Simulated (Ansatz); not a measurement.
A nudged elastic band was laid between two geometries of BH5S (7 atoms, charge 0, multiplicity 1).

These are results of Ansatz, RKS PBE0/def2-SVP, not measurements.

```json
{
 "movable images": "5",
 "climbing image": "yes",
 "spring": "5.0 eV/Å²",
 "optimiser": "quadratic models (default)",
 "start path": "IDPP",
 "force threshold": "0.05 eV/Å",
 "iteration limit": "60",
 "end points": "relaxed"
}
```

First end point:

```xyz
7
Properties=species:S:1:pos:R:3
B -0.532 -0.466 -0.510
S 0.575 0.985 0.295
H -1.638 0.037 -0.434
H -0.347 -1.462 0.161
H -0.076 -0.486 -1.640
H 0.289 0.914 1.617
H 1.789 0.411 0.465
```

Last end point:

```xyz
7
Properties=species:S:1:pos:R:3
B -0.493 -0.505 -0.514
S 1.022 0.545 0.248
H -1.415 -0.417 0.273
H 0.031 -1.601 -0.611
H -0.637 0.067 -1.581
H 0.456 1.722 0.606
H 1.098 0.123 1.533
```

(1) Which bonds break or form, and what moves?

(2) What energy profile does the band end with?

(3) What is the geometry of the highest image?

(4) What are the harmonic wavenumbers there?

## Answers

(1) No bond is made or broken. The dihedral H4–B1–S2–H6 goes from -48 to -170°. The two ends are copies of one structure, up to a mirror image or an exchange of like atoms.

(2) The forces met the threshold. The highest image is number 3 of 0 to 6, 0.090 eV above the ends, which have the same energy within 2 meV. A vibrational analysis at the climbing image gives one clearly imaginary mode, 238i cm⁻¹: a first-order saddle point.

| image | path coordinate (Å) | energy (eV) | dihedral H4–B1–S2–H6 (°) |
| --- | --- | --- | --- |
| 0 | 0.00 | 0.000 | -48 |
| 1 | 0.43 | 0.023 | -68 |
| 2 | 0.87 | 0.069 | -88 |
| 3 | 1.30 | 0.090 | -108 |
| 4 | 1.74 | 0.069 | -129 |
| 5 | 2.17 | 0.023 | -149 |
| 6 | 2.61 | 0.000 | -170 |

(3) 
```xyz
7
Properties=species:S:1:pos:R:3:forces:R:3
B -0.516 -0.481 -0.552 0.00 0.00 0.01
S 0.832 0.861 0.203 0.00 0.00 -0.01
H -1.545 -0.189 0.026 0.00 0.00 -0.01
H -0.030 -1.554 -0.252 0.00 0.00 0.00
H -0.480 -0.201 -1.733 0.00 0.00 -0.01
H 0.183 1.395 1.262 0.00 0.01 0.01
H 1.617 0.102 1.000 0.01 0.00 0.01
```

(4) 238i, 382, 568, 577, 837, 861, 1094, 1131, 1144, 1190, 2484, 2596, 2601, 2703, 2724 cm⁻¹.

The run took 59 s on 1 thread of Arm Neoverse N1 (shared host), peak memory 0.1 GiB.
